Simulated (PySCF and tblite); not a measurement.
Values are calculated unless marked as measured or tabulated.
Molecule: C3H7N3, numbered as in [NH2:1][CH2:2][C@H:3]1[CH:4]=[N:5][NH:6]1.

The mean out-of-plane torsion at N6 (0° is planar) is held and the rest relaxed at GFN2-xTB. Energies: PBE0/pcSseg-1 + D3(BJ), IEF-PCM cyclohexane. (tblite 0.8, PySCF 2.14.)

GFN2-xTB profile:

(out-of-plane angle °, kcal/mol): (-45, 1.77), (-37, 0.05), (-27, 1.16), (-14, 3.22), (0, 4.01), (14, 3.07), (27, 1.00), (37, 0.00), (45, 1.89)

Q: Give the DFT energy and dipole along the out-of-plane angle.

A: 
```tsv
out-of-plane angle °	E kcal/mol	dipole D
-45	1.24	2.78
-37	1.07	2.56
-27	3.61	2.45
-14	6.58	2.46
0	7.51	2.55
14	6.05	2.67
27	2.73	2.83
37	0.00	3.02
45	0.23	3.33
```

Q: Where is the lowest sampled point, and what does the planar form cost?

A: At 37°; the point at 0° lies 7.51 kcal/mol above it.
